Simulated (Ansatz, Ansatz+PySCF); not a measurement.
```tsv
atom	x (Å)	y (Å)	z (Å)
C	-0.0027	0.0214	-0.6824
C	-0.0087	-0.0378	0.7882
H	0.9249	0.0169	1.3517
H	-0.9363	0.0240	1.3529
H	-0.0008	1.0630	-1.0755
H	0.8938	-0.4710	-1.1315
H	-0.8828	-0.4621	-1.1200
```

UHF-MP2 on doublet C₂H₅ was run in several spherical basis sets with Ansatz (development build ahead of 0.2.0). Frozen core: 2 orbitals.

Rank the basis sets by the total energy that they give, lowest first, with the distance from the lowest.
A. STO-3G
B. 6-31G(d)
C. def2-TZVP
D. cc-pVDZ
E. def2-SVP
F. cc-pVTZ

F (0.00 eV), C (0.37 eV), D (2.34 eV), B (3.41 eV), E (4.01 eV), A (32.89 eV).

Totals follow the description of the cores as much as that of the bonds, so this order isn't one of quality for chemistry.
